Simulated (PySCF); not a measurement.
Homolysis of single bonds, series Al SiH3-SH. Gas-phase values, no solvent. One relaxed conformer stands for each flexible species; it need not be the lowest. Strings in code marks are SMILES.

The highest occupied spin orbital from two functionals at the same geometries (r2SCAN-D4/def2-TZVP), both in PySCF: PBE-D3(BJ)/def2-TZVP and r2SCAN-D4/def2-TZVP. 

| species | r2SCAN-D4/def2-TZVP (eV) |
|---|---|
| radical fragment (`[SiH3]`) | -5.65 |
| radical fragment (`[SiH3][Al][SH]` (Si–Al–S–H torsion 180°)) | -5.03 |
| radical fragment (`[SH]`) | -6.40 |
| radical fragment (`[SH][Al][SH]` (H–S–Al–S torsion 180°, S–Al–S–H torsion 0°)) | -5.45 |

Task: What does PBE-D3(BJ)/def2-TZVP give for each?

Result: 
- radical fragment (`[SiH3]`): -5.30
- radical fragment (`[SiH3][Al][SH]` (Si–Al–S–H torsion 180°)): -4.75
- radical fragment (`[SH]`): -6.12
- radical fragment (`[SH][Al][SH]` (H–S–Al–S torsion 180°, S–Al–S–H torsion 0°)): -5.14
Over these rows, drawn at random from the members with no instability flagged (it was tested for open shells, ions and some series alone), PBE minus r2SCAN-D4: mean +0.31 eV, from +0.28 eV to +0.36 eV.
